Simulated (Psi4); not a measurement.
**A workflow on [BH4]− (borohydride)**

Wanted: a geometry optimisation (singlet [BH4]−, MP2/def2-TZVP), then a single-point energy (doublet BH4, UMP2/def2-TZVP), then a structure relaxation (doublet BH4, UMP2/def2-TZVP), then a single-point energy (singlet [BH4]−, MP2/def2-TZVP) of BH4. 

The calculation is run with Psi4 1.11.

## (1) Starting point

The species is [BH4]− (5 atoms), meant as a singlet with charge -1. As SMILES, `[BH4-]`. The shape is that of a GFN2-xTB optimisation. The run starts from this shape.

Bond lengths: B1–H2 1.228 Å, B1–H3 1.229 Å, B1–H4 1.229 Å, B1–H5 1.229 Å. Angles: H2–B1–H3 109.5°, H2–B1–H4 109.5°, H2–B1–H5 109.5°, H3–B1–H4 109.5°, H3–B1–H5 109.4°, H4–B1–H5 109.5°.

## (2) A geometry optimisation at MP2/def2-TZVP (density fitting, density fitting for correlation) (run 1)

bh4.py reads:

```python
import psi4

psi4.set_memory(1600000000)
psi4.set_num_threads(1)
psi4.core.set_output_file('bh4.out', False)

molecule = psi4.geometry("""
-1 1
B      0.000100     0.000170    -0.000110
H      0.683660     0.997010     0.217690
H      0.726340    -0.988490    -0.067070
H     -0.600410     0.139700    -1.063360
H     -0.809690    -0.148380     0.912850
""")

psi4.set_options({
    'basis': 'def2-TZVP',
    'num_frozen_docc': 1,
})

E = psi4.optimize('mp2', molecule=molecule)
print('E =', round(E, 9))
molecule.save_xyz_file('final.xyz', False)
for k, v in sorted(psi4.core.scalar_variables().items()):
    print(f'{k:45s} {v:18.10f}')
```

Started as:

```
$ python bh4.py
```

bh4.out:

```text
[...]
  Running in c1 symmetry.
[...]
  Nuclear repulsion =   10.195336356447260
[...]
  Multiplicity = 1
[...]
  Nalpha       = 5
  Nbeta        = 5
[...]
    Number of basis functions: 55
[...]
   @DF-RHF iter   1:   -26.89731162057655   -6.04555e-01   6.21238e-03 DIIS/ADIIS
[...]
   @DF-RHF iter   8:   -26.98641531061475   -1.42109e-14   6.53360e-11 DIIS
[...]
    Orbital Energies [Eh]
    ---------------------
    Doubly Occupied:
       1A     -7.285024     2A     -0.449339     3A     -0.188735
       4A     -0.188732     5A     -0.188632
[...]
  @DF-RHF Final Energy:   -26.98641531061475
   => Energetics <=
    Nuclear Repulsion Energy =             10.1572082330868714
    One-Electron Energy =                 -57.6863245035657854
    Two-Electron Energy =                  20.5427009598641703
    Total Energy =                        -26.9864153106147455
[...]
 Multipole Moments:
 ------------------------------------------------------------------------------------
     Multipole            Electronic (a.u.)      Nuclear  (a.u.)        Total (a.u.)
 ------------------------------------------------------------------------------------
 L = 1.  Multiply by 2.5417464519 to convert [e a0] to [Debye]
 Dipole X            :          0.0000809            0.0000442            0.0001251
 Dipole Y            :          0.0005265           -0.0003413            0.0001852
 Dipole Z            :         -0.0003885            0.0002699           -0.0001186
 Magnitude           :                                                    0.0002529
[...]
  -Total Gradient:
     Atom            X                  Y                   Z
    ------   -----------------  -----------------  -----------------
       1        0.000033318044     0.000045527636    -0.000028651744
       2       -0.000113223681    -0.000145951750    -0.000025918391
       3       -0.000114007522     0.000118368079     0.000016019159
       4        0.000088338008    -0.000020231991     0.000108605078
       5        0.000105575151     0.000002288027    -0.000070054102
[...]
    Final optimized geometry and variables:
    Molecular point group: c1
    Full point group: C1
    Geometry (in Angstrom), charge = -1, multiplicity = 1:
    B           -0.000003947598     0.000030491801    -0.000024109508
    H            0.686555557603     1.000947771423     0.218668000275
    H            0.729256944029    -0.992382104436    -0.067275808832
    H           -0.602952658660     0.140034627645    -1.066876603733
    H           -0.812816720100    -0.148933381765     0.915747780360
```

The script printed:

```text
Some dependencies such as QCElemental have not yet finished migration to pydantic v2. If issues are encountered please downgrade pydantic or upgrade QCElemental as appropriate
Optimizer: Optimization complete!
E = -27.141269074
CURRENT CORRELATION ENERGY                         -0.1548537634
CURRENT ENERGY                                    -27.1412690740
CURRENT REFERENCE ENERGY                          -26.9864153106
CUSTOM SCS-MP2 CORRELATION ENERGY                  -0.1653771475
CUSTOM SCS-MP2 TOTAL ENERGY                       -27.1517924581
DD SOLVATION ENERGY                                 0.0000000000
HF KINETIC ENERGY                                  27.0197499093
HF POTENTIAL ENERGY                               -54.0061652200
HF TOTAL ENERGY                                   -26.9864153106
HF VIRIAL RATIO                                     1.9987662877
MP2 CORRELATION ENERGY                             -0.1548537634
MP2 DOUBLES ENERGY                                 -0.1548537634
MP2 OPPOSITE-SPIN CORRELATION ENERGY               -0.1312606458
MP2 SAME-SPIN CORRELATION ENERGY                   -0.0235931176
MP2 SINGLES ENERGY                                 -0.0000000000
MP2 TOTAL ENERGY                                  -27.1412690740
NUCLEAR REPULSION ENERGY                           10.1572082331
ONE-ELECTRON ENERGY                               -57.6863245036
OPTIMIZATION ITERATIONS                             2.0000000000
PCM POLARIZATION ENERGY                             0.0000000000
PE ENERGY                                           0.0000000000
SCF ITERATION ENERGY                              -26.9864153106
SCF ITERATIONS                                      8.0000000000
SCF TOTAL ENERGY                                  -26.9864153106
SCS-MP2 CORRELATION ENERGY                         -0.1653771475
SCS-MP2 TOTAL ENERGY                              -27.1517924581
TWO-ELECTRON ENERGY                                20.5427009599
```

Run time: 5.1 s. Hardware: 1 thread of Intel Xeon Platinum 8488C (Sapphire Rapids), shared host; peak memory 0.23 GiB.

After the run. Bond lengths: B1–H2 1.233 Å, B1–H3 1.233 Å, B1–H4 1.233 Å, B1–H5 1.233 Å. Angles: H2–B1–H3 109.5°, H2–B1–H4 109.5°, H2–B1–H5 109.5°, H3–B1–H4 109.5°, H3–B1–H5 109.4°, H4–B1–H5 109.5°.

## (3) Doublet neutral BH4: a single-point energy at UMP2/def2-TZVP (density fitting, density fitting for correlation) (run 2)

calc.in reads:

```
memory 1600 mb

molecule system {
  0 2
  B      0.000063     0.000144    -0.000097
  H      0.686622     1.001061     0.218595
  H      0.729323    -0.992268    -0.067349
  H     -0.602886     0.140148    -1.066950
  H     -0.812750    -0.148820     0.915675
  symmetry c1
}

set {
  basis def2-TZVP
  reference uhf
  num_frozen_docc 1
}

e, wfn = energy('mp2', return_wfn=True)
print_variables()
```

Started as:

```
$ psi4 -n 1 calc.in calc.out
```

calc.out:

```text
[...]
  Running in c1 symmetry.
[...]
  Nuclear repulsion =   10.157209690913055
[...]
  Multiplicity = 2
[...]
  Nalpha       = 5
  Nbeta        = 4
[...]
    Number of basis functions: 55
[...]
   @DF-UHF iter   1:   -26.81097378174415   -5.23050e-01   3.16710e-03 ADIIS/DIIS
[...]
   @DF-UHF iter  24:   -26.84877433638568   -2.33413e-12   3.49719e-09 DIIS
[...]
   @S^2 Observed:                7.833084395E-01
[...]
    Orbital Energies [Eh]
    ---------------------
    Alpha Occupied:
       1A     -7.593541     2A     -0.795182     3A     -0.591875
       4A     -0.499387     5A     -0.459605
    Alpha Virtual:
       6A      0.126698     7A      0.161123     8A      0.164441
       9A      0.166240    10A      0.245325    11A      0.266186
      12A      0.281362    13A      0.341890    14A      0.483184
      15A      0.493952    16A      0.523471    17A      0.540713
      18A      0.563383    19A      0.743999    20A      0.857893
      21A      0.877629    22A      0.886739    23A      0.904879
      24A      1.079240    25A      1.104948    26A      1.109968
[...]
  @DF-UHF Final Energy:   -26.84877433638568
   => Energetics <=
    Nuclear Repulsion Energy =             10.1572096909130547
    One-Electron Energy =                 -54.8945263771649081
    Two-Electron Energy =                  17.8885423498661744
    Total Energy =                        -26.8487743363856772
  UHF NO Occupations:
  HONO-2 :    3  A 1.9997178
  HONO-1 :    4  A 1.9836106
[...]
 Multipole Moments:
 ------------------------------------------------------------------------------------
     Multipole            Electronic (a.u.)      Nuclear  (a.u.)        Total (a.u.)
 ------------------------------------------------------------------------------------
 L = 1.  Multiply by 2.5417464519 to convert [e a0] to [Debye]
 Dipole X            :         -0.0284539            0.0000428           -0.0284112
 Dipole Y            :         -0.3884189           -0.0003413           -0.3887602
 Dipole Z            :          0.2887659            0.0002693            0.2890352
 Magnitude           :                                                    0.4852659
[...]
```

It took 3.3 s on 1 thread of Intel Xeon Platinum 8488C (Sapphire Rapids), shared host; peak memory 0.2 GiB.

## (4) Doublet neutral BH4: a structure relaxation at UMP2/def2-TZVP (density fitting, density fitting for correlation) (run 3)

bh4.dat reads:

```
memory 1600 mb

molecule {
  0 2
  B
  H 1 1.233298
  H 1 1.233379 2 109.48353
  H 1 1.23342 2 109.47449 3 -120.00019
  H 1 1.233488 2 109.46269 4 -120.02753
  symmetry c1
}

set {
  basis def2-TZVP
  reference uhf
  num_frozen_docc 1
}

energy_value = optimize("mp2")
print_variables()
```

Started as:

```
$ psi4 -i bh4.dat -o bh4.out -n 1
```

bh4.out:

```text
[...]
  Running in c1 symmetry.
[...]
  Nuclear repulsion =   10.157210637801231
[...]
  Multiplicity = 2
[...]
  Nalpha       = 5
  Nbeta        = 4
[...]
    Number of basis functions: 55
[...]
   @DF-UHF iter   1:   -26.81097376373234   -5.23050e-01   3.16689e-03 ADIIS/DIIS
[...]
	Warning: cc_lambda option is changed to TRUE
	For this residual convergence, default PCG convergence is:     1.00e-07
[...]
	DF-SCS-MP2 Total Energy (a.u.)     :   -26.98405438403668
	DF-SOS-MP2 Total Energy (a.u.)     :   -26.98889551479348
[...]
   @DF-UHF iter  12:   -26.90413405217575   -2.48690e-14   7.36663e-11 DIIS
[...]
   @S^2 Observed:                7.568522508E-01
[...]
  @DF-UHF Final Energy:   -26.90413405217575
   => Energetics <=
    Nuclear Repulsion Energy =             10.3976155550262330
    One-Electron Energy =                 -55.3326840702383436
    Two-Electron Energy =                  18.0309344630363633
    Total Energy =                        -26.9041340521757455
  UHF NO Occupations:
  HONO-2 :    3  A 1.9994669
  HONO-1 :    4  A 1.9975277
[...]
 Multipole Moments:
 ------------------------------------------------------------------------------------
     Multipole            Electronic (a.u.)      Nuclear  (a.u.)        Total (a.u.)
 ------------------------------------------------------------------------------------
 L = 1.  Multiply by 2.5417464519 to convert [e a0] to [Debye]
 Dipole X            :         -0.1955786            0.3986199            0.2030412
 Dipole Y            :         -0.4132620            0.8420968            0.4288348
 Dipole Z            :          0.2115626           -0.4311149           -0.2195523
 Magnitude           :                                                    0.5228080
[...]
	DF-SCS-MP2 Total Energy (a.u.)     :   -27.04020415673567
	DF-SOS-MP2 Total Energy (a.u.)     :   -27.04450429121560
	DF-SCS(N)-MP2 Total Energy (a.u.)  :   -26.93844125459327
[...]
	DF-MP2 Total Energy (a.u.)         :   -27.03160388777580
[...]
    Final optimized geometry and variables:
    Molecular point group: c1
    Full point group: C1
    Geometry (in Angstrom), charge = 0, multiplicity = 2:
    B
    H             1    1.181330
    H             1    1.284752      2  112.696060
    H             1    1.181330      2  130.337347      3 -154.659356
    H             1    1.284745      2  112.695582      4 -154.670166
  Variable Map:
  ----------------------------------------------------------------------------
  "CURRENT CORRELATION ENERGY"           =>      -0.127469835600
  "CURRENT ENERGY"                       =>     -27.031603887776
  "CURRENT REFERENCE ENERGY"             =>     -26.904134052176
[...]
```

Standard output:

```text
Optimizer: Optimization complete!
```

It took 31 s on 1 thread of Intel Xeon Platinum 8488C (Sapphire Rapids), shared host; peak memory 0.64 GiB.

Steps, from the record of the run:

```tsv
step	energy from the first frame kept (eV)	largest force (eV/Å)
0	0.0000	5.2948
1	-0.5449	3.0654
2	-1.1185	1.0221
3	-1.4667	0.9796
4	-1.5401	0.4516
5	-1.5552	0.0941
6	-1.5570	0.0568
7	-1.5571	0.0490
8	-1.5573	0.0179
9	-1.5574	0.0026
```

After the run. Bond lengths: B1–H2 1.181 Å, B1–H3 1.285 Å, B1–H4 1.181 Å, B1–H5 1.285 Å. Angles: H2–B1–H3 112.7°, H2–B1–H4 130.3°, H2–B1–H5 112.7°, H3–B1–H4 112.7°, H3–B1–H5 46.5°, H4–B1–H5 112.7°.

## (5) A single-point energy at MP2/def2-TZVP (density fitting, density fitting for correlation) (run 4)

bh4.in reads:

```
memory 1.6 GB

molecule {
  -1 1
  B     -0.036772     0.079080    -0.028656
  H      0.620857     1.037821     0.180820
  H      0.664094    -0.994527    -0.110753
  H     -1.092909    -0.025305    -0.547519
  H      0.210647    -0.880156     0.789402
}

set {
  basis def2-TZVP
  reference rhf
  num_frozen_docc 1
}

energy_value, wavefunction = energy("mp2", return_wfn=True)
```

Started as:

```
$ psi4 bh4.in bh4.out -n 1
```

bh4.out:

```text
[...]
  Running in c1 symmetry.
[...]
  Nuclear repulsion =   10.397615685723867
[...]
  Multiplicity = 1
[...]
  Nalpha       = 5
  Nbeta        = 5
[...]
    Number of basis functions: 55
[...]
   @DF-RHF iter   1:   -26.79235476387224   -4.19578e-01   6.50610e-03 DIIS/ADIIS
[...]
   @DF-RHF iter  10:   -26.89579956379100   -5.76250e-12   4.23879e-09 DIIS
[...]
    Orbital Energies [Eh]
    ---------------------
    Doubly Occupied:
       1A     -7.302399     2A     -0.512971     3A     -0.284544
       4A     -0.240309     5A     -0.028103
[...]
  @DF-RHF Final Energy:   -26.89579956379100
   => Energetics <=
    Nuclear Repulsion Energy =             10.3976156857238671
    One-Electron Energy =                 -57.8501782626956071
    Two-Electron Energy =                  20.5567630131807455
    Total Energy =                        -26.8957995637909981
[...]
 Multipole Moments:
 ------------------------------------------------------------------------------------
     Multipole            Electronic (a.u.)      Nuclear  (a.u.)        Total (a.u.)
 ------------------------------------------------------------------------------------
 L = 1.  Multiply by 2.5417464519 to convert [e a0] to [Debye]
 Dipole X            :         -0.4175615            0.4123895           -0.0051720
 Dipole Y            :          0.8950926           -0.8839868            0.0111058
 Dipole Z            :         -0.3240154            0.3199745           -0.0040409
 Magnitude           :                                                    0.0129003
[...]
```

Run time: 2.5 s. Hardware: 1 thread of Intel Xeon Platinum 8488C (Sapphire Rapids), shared host; peak memory 0.2 GiB.

## (6) What came out

| quantity | value |
| --- | --- |
| run 1, MP2/def2-TZVP: total energy at the end | -27.14127 Eh |
| run 1, MP2/def2-TZVP: correlation energy (1 core orbital frozen) | -154.9 mEh |
| doublet neutral BH4, run 2: total energy | -26.97437 Eh |
| doublet neutral BH4, run 2: HOMO energy (Hartree–Fock orbitals) (highest over α and β) | -12.03 eV |
| doublet neutral BH4, run 2: LUMO energy (Hartree–Fock orbitals) (lowest over α and β) | -2.54 eV |
| doublet neutral BH4, run 2: correlation energy (1 core orbital frozen) | -125.6 mEh |
| doublet neutral BH4, run 2: ⟨S²⟩ of the reference determinant | 0.783 |
| doublet neutral BH4, run 3: total energy at the end | -27.03160 Eh |
| doublet neutral BH4, run 3: HOMO energy (Hartree–Fock orbitals) (highest over α and β) | -10.02 eV |
| doublet neutral BH4, run 3: LUMO energy (Hartree–Fock orbitals) (lowest over α and β) | 0.95 eV |
| doublet neutral BH4, run 3: correlation energy (1 core orbital frozen) | -127.5 mEh |
| doublet neutral BH4, run 3: ⟨S²⟩ of the reference determinant | 0.757 |
| run 4, MP2/def2-TZVP: total energy | -27.06053 Eh |
| run 4, MP2/def2-TZVP: HOMO energy (Hartree–Fock orbitals) | -0.76 eV |
| run 4, MP2/def2-TZVP: LUMO energy (Hartree–Fock orbitals) | 8.89 eV |
| run 4, MP2/def2-TZVP: HOMO–LUMO gap (to an unbound level, set by the basis) | 9.66 eV |
| run 4, MP2/def2-TZVP: correlation energy (1 core orbital frozen) | -164.7 mEh |
| adiabatic ionisation energy (to the doublet neutral, no zero-point term) | 2.984 eV |

What this shows: The adiabatic ionisation energy (to the doublet neutral, no zero-point term) is 2.98 eV (69 kcal/mol). The optimisation (run 1, MP2/def2-TZVP) took 2 steps and changed the energy by -0.001 eV. The optimisation (doublet neutral BH4, run 3) took 10 steps and changed the energy by -1.557 eV.
